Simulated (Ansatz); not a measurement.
The first iterations of a band of C₃H₅S (9 atoms, charge 1, multiplicity 1).

Theory: RHF/cc-pVDZ in Ansatz.

| Quantity | Value |
| --- | --- |
| movable images | 9 |
| climbing image | yes |
| spring | 0.5 eV/Å² |
| optimiser | quadratic models (default) |
| start path | through a guess of the saddle point |
| force threshold | 0.05 eV/Å |
| iteration limit | 60 |
| end points | relaxed |

First end point:

```xyz
9
Properties=species:S:1:pos:R:3
C -0.282 0.542 -1.138
C -0.163 -0.146 0.052
C 1.124 -0.465 0.437
S -1.598 -0.725 0.963
H 0.592 0.857 -1.698
H -1.254 0.782 -1.555
H 1.316 -1.058 1.324
H 1.982 -0.138 -0.140
H -1.717 0.350 1.755
```

Last end point:

```xyz
9
Properties=species:S:1:pos:R:3
C -0.272 0.592 -1.116
C -0.112 0.103 0.165
C 1.134 -0.415 0.460
S -1.388 0.277 1.416
H 0.520 0.510 -1.853
H -1.190 1.081 -1.423
H 1.380 -0.761 1.458
H 1.908 -0.483 -0.297
H -1.980 -0.904 1.190
```

| iteration | highest image above the first end (eV) | largest band force component (eV/Å) |
| --- | --- | --- |
| 1 | 3.876 | 23.054 |
| 2 | 0.643 | 5.832 |

Question: Does the band converge within its limit, and where does its top end?

Answer: The run converged. It ended after 7 iterations with the highest image 0.074 eV above the first end. Another band between the same ends (9 images) ends at a top of the same energy, where a vibrational analysis finds 1 clearly imaginary mode. Limits of this set-up: the dipole of an ion depends on the origin.

Time of the run: 2.1 min on 1 thread of AMD EPYC 7R43 64-Core Processor (Zen 3), on a shared host, peak memory 0.17 GiB.
